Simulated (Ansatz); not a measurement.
**Where PBE holds and where it fails for wurtzite CdSe**

Programs: Ansatz (a program for electronic structure).

| property | PBE | LDA | HSE06 | reference | PBE less reference |
|---|---|---|---|---|---|
| equilibrium lattice constant a (Å) | 4.383 | 4.247 | 4.348 | 4.298* | +1.98 % |
| c axis length (Å) | 7.154 | 6.942 | 7.090 | 7.015* | +1.98 % |
| bulk modulus (GPa) | 44.6 | 57.7 | – | 53.4* | -16.5 % |
| cohesive energy (eV/atom) | 2.31 | 3.07 | 2.39 | – | – |
| band gap (eV), at the measured cell, all with SOC | 0.55 | 0.27 | 1.47 | 1.73* | -1.18 eV |
| formation enthalpy (eV/atom) | -0.632 | -0.545 | -0.759 | -0.75* | +0.118 eV/atom |

PBE is well off the measurement for the lattice constant a (+1.98 %); lattice parameter c (+1.98 %); bulk modulus (-16.5 %); band gap (-1.18 eV, at least halved by HSE06).  In between, or not called against an uncorrected reference: formation enthalpy (+0.118 eV/atom). Where no measured value is used, PBE differs from HSE06 by -0.08 eV/atom in the cohesive energy.

A star marks values at room or unstated temperature without corrections; heat and zero-point motion as a rule enlarge cells and lower moduli and gaps.

Called well off clearly beyond 0.30 eV for the band gap, 0.120 eV/atom for the formation enthalpy (bounds picked here from the quality of each reference); the lattice constant a is called against an uncorrected reference, since a correction would as a rule widen the miss or is far smaller; the lattice parameter c is called against an uncorrected reference, since a correction would as a rule widen the miss or is far smaller; the bulk modulus is called against an uncorrected reference, since a correction would as a rule widen the miss or is far smaller.

The references are measured values: lattice constant a unstated, lattice parameter c unstated, bulk modulus unstated, band gap unstated, formation enthalpy room temperature.

Unless a row names a cell, each level is at its own relaxed cell.

Density-functional gaps are differences of (generalised) Kohn–Sham levels.

Caveats: hybrids on metals are sensitive to the k mesh and can open a false gap (HSE06). Ansatz's density-functional and Hartree–Fock values are scalar-relativistic unless marked +SOC, with PAW data made under PBE.

References as tabulated in PVEducation, CdSe (wurtzite), citing its ref. 1; Grünwald et al. (2012), arXiv:1201.2992; Abedi et al. (2022), arXiv:2211.14644; Zhang et al. (2018), doi:10.1038/s41524-018-0065-z.
